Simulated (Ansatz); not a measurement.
Energy needed to pull apart CH$_{4}$Si$_{2}$ (SMILES C1=[SiH][SiH2]1), closed shell, into free ground-state atoms, from the structure below (displaced at random from a GFN2-xTB minimum); no zero-point or spin–orbit terms; open-shell atoms are treated unrestricted, in their ground-state multiplicity.

```xyz
7
angstrom
C -0.8455 -0.4413 -0.3925
Si 0.3825 0.5898 -1.1690
Si 0.1979 -0.1033 1.0403
H -1.7477 -0.9405 -0.5828
H 0.4598 1.1185 -2.5148
H 0.0031 1.0110 2.0959
H 1.2911 -0.9004 1.5257
```

Ansatz 0.2.0; basis: def2-TZVPP; cores frozen in the correlated methods.

| method | atomization energy (kcal/mol) |
| --- | --- |
| PBE-D4 | 520.4 |
| r2SCAN-D4 | 516.8 |
| B97M-V | ? |
| PBE0-D4 | 512.4 |
| LC-wPBE | 504.2 |
| wB97M-V | 513.9 |
| HF | 361.6 |
| MP2 | ? |
| CCSD | 488.4 |
| CCSD(T) | 498.9 |

Task: What does MP2 give? (Judge from chemistry; the value comes from the calculation.)

Result: The calculation gives: 502.4 kcal/mol, which is about 3.6 kcal/mol more than CCSD(T)/def2-TZVPP.

Task: What does B97M-V give? (An estimate is asked for; the value comes from the calculation.)

Result: Computed: 521.5 kcal/mol, which is about 22.6 kcal/mol more than CCSD(T)/def2-TZVPP.

In triple zeta the MP2 and coupled-cluster atomization energies are still short of their basis limit by a few kcal/mol a bond, whereas those of the functionals are nearly converged, so these differences are not deviations from converged CCSD(T).

T1 diagnostic: at most 0.019. The restricted Hartree–Fock reference is unstable towards an unrestricted one here.

For scale, one of the runs: CCSD(T)/def2-TZVPP forces, 171 basis functions (an equivalent command: `ansatz run in.yaml --threads 4`). Hardware: 4 CPU threads, shared host. Wall time 56 s; peak host memory 2.5 GiB.
